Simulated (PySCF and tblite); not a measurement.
The numbers below are computed, except where a source is named.
ethanol, C₂H₆O, numbered as in [CH3:1][CH2:2][OH:3].

Search: ETKDG and KDG, MMFF94s, GFN2-xTB, 90 starts; geometries at PBE0-D3(BJ)/def2-SVP. Free energies are OPBE-D3(BJ)/def2-TZVP single points with GFN2-xTB rigid-rotor and vibrational terms (modes under about 100 cm⁻¹ blended into free rotors). Symmetry numbers and mirror images are counted. Conformers within 3 kcal/mol (GFN2-xTB free energy) were kept, 4 at most. (PySCF 2.14, tblite 0.8.)

Torsions listed: C1–C2–O3–H3. Of a mirror pair one member is shown.

| conformer | shape | symmetry | E(GFN2) kcal/mol |
| --- | --- | --- | --- |
| 1 | -179° | Cs | 1.53 |
| 2 | -60° | C1 (pair) | 0.00 |

(1) Which of these conformers is the most populated at 298.15 K, and with what share?

(2) Give the DFT energies and free energies relative to the lowest, and all weights.

(3) How does its share change from 220 K to 380 K?

Results:

(1) Conformer 2, about 74 %.

(2) 
| conformer | shape | E(DFT) kcal/mol | G(298.15 K) kcal/mol | weight % |
| --- | --- | --- | --- | --- |
| 1 | -179° | 0.44 | 0.61 | 26.2 |
| 2 | -60° | 0.00 | 0.00 | 73.8 |

(3) From 77 % to 71 %; the mixing entropy goes from 2.13 to 2.17 cal/(mol K).
